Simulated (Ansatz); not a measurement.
Consider the atomization: `NP(N)N` → 6 H• + 3 N• + P•.

Gas-phase electronic energies from Ansatz, PBE0-D4/def2-TZVP geometries. CCSD(T)/CBS is the MP2 limit (def2-TZVPP, def2-QZVPP) plus CCSD(T) − MP2 in def2-TZVPP, frozen cores. This one scheme is used for every species, atoms too. Functionals use def2-TZVPP. No spin–orbit coupling; open shells (•) take unrestricted orbitals. Each species was taken in one conformer, which may not be the lowest.

`NP(N)N`:

Cartesian coordinates in Å:
```
N 0.325 -1.335 0.686
P -0.632 -0.364 -0.317
N 0.709 0.215 -1.236
N -0.951 1.143 0.385
H -0.168 -1.986 1.275
H 1.137 -0.929 1.134
H 0.422 0.919 -1.904
H 1.173 -0.539 -1.727
H -0.193 1.652 0.820
H -1.822 1.224 0.884
```

(1) What is ΔE at CCSD(T)/CBS? (Estimate.)

(2) What do these levels give: LDA (SPW92), PBE0-D4, B2PLYP, PBE-QIDH, revPBE, BLYP, PBE0, MP2/def2-SVP, CCSD(T)/def2-SVP, MP2/def2-TZVPP, SCS-MP2/def2-TZVPP, SCS-MP2/def2-QZVPP? (An estimate is asked.)

(3) What do rigid-rotor, harmonic-oscillator terms from PBE0-D4/def2-TZVP frequencies (298.15 K, 1 bar) make of the CCSD(T)/CBS value? (Estimate.)

Largest T1 diagnostic among the species: 0.012.

Answers

(1) Computed: +793.1 kcal/mol.

(2) Ansatz gave: LDA (SPW92) 928.8, PBE0-D4 791.9, B2PLYP 785.6, PBE-QIDH 776.2, revPBE 778.2, BLYP 797.2, PBE0 788.2, MP2/def2-SVP 707.6, CCSD(T)/def2-SVP 704.2, MP2/def2-TZVPP 767.1, SCS-MP2/def2-TZVPP 775.9, SCS-MP2/def2-QZVPP 799.0 kcal/mol.

(3) Ansatz gave: ΔZPE = -50.8 kcal/mol, ΔH = +752.8 kcal/mol, ΔS = 1001 J/(mol·K), ΔG = +681.5 kcal/mol. Open shells count their whole term as degenerate.

From BLYP to BHLYP (50 % exact exchange), in def2-TZVPP and without D4, ΔE moves by −34.7 kcal/mol: exact exchange takes away binding that semilocal exchange gives to molecules. Leaving LDA and LC-ωPBE aside and taking each functional with its dispersion term where it has one, the values, not all of them listed here, spread over 48.2 kcal/mol, from BHLYP-D4 to PBE-D4. LDA lies +117.5 kcal/mol from PBE without D4, its usual overbinding.

For atomizations the MP2-based limit and the directly extrapolated one differ by several kJ/mol either way, and by 10 to 25 for some Ge, Se and Sn compounds, so smaller differences from it don't rank the levels.
